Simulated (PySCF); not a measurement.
H2O2, SMILES OO.

The structure is a stationary point at B3LYP-D3(BJ)/def2-TZVP. A frequency run showed that this geometry is not a minimum.

Level of theory: PBE0/def2-TZVPD in PySCF.

Symmetry labels are those of the subgroup C2h that the program uses (full group C2h).

List the valence orbital energies around the gap with their symmetry. (The exact figures need the calculation; the answer reports its results.)


```json
[
 {"orbital": "HOMO−7", "symmetry": "Bu", "energy (eV)": "-524.39"},
 {"orbital": "HOMO−6", "symmetry": "Ag", "energy (eV)": "-31.34"},
 {"orbital": "HOMO−5", "symmetry": "Bu", "energy (eV)": "-25.42"},
 {"orbital": "HOMO−4", "symmetry": "Bu", "energy (eV)": "-14.60"},
 {"orbital": "HOMO−3", "symmetry": "Ag", "energy (eV)": "-14.53"},
 {"orbital": "HOMO−2", "symmetry": "Au", "energy (eV)": "-11.60"},
 {"orbital": "HOMO−1", "symmetry": "Ag", "energy (eV)": "-10.64"},
 {"orbital": "HOMO", "symmetry": "Bg", "energy (eV)": "-7.62"},
 {"orbital": "LUMO", "symmetry": "Bu", "energy (eV)": "-0.15"},
 {"orbital": "LUMO+1", "symmetry": "Ag", "energy (eV)": "0.32"},
 {"orbital": "LUMO+2", "symmetry": "Bu", "energy (eV)": "1.38"},
 {"orbital": "LUMO+3", "symmetry": "Bu", "energy (eV)": "2.21"}
]
```
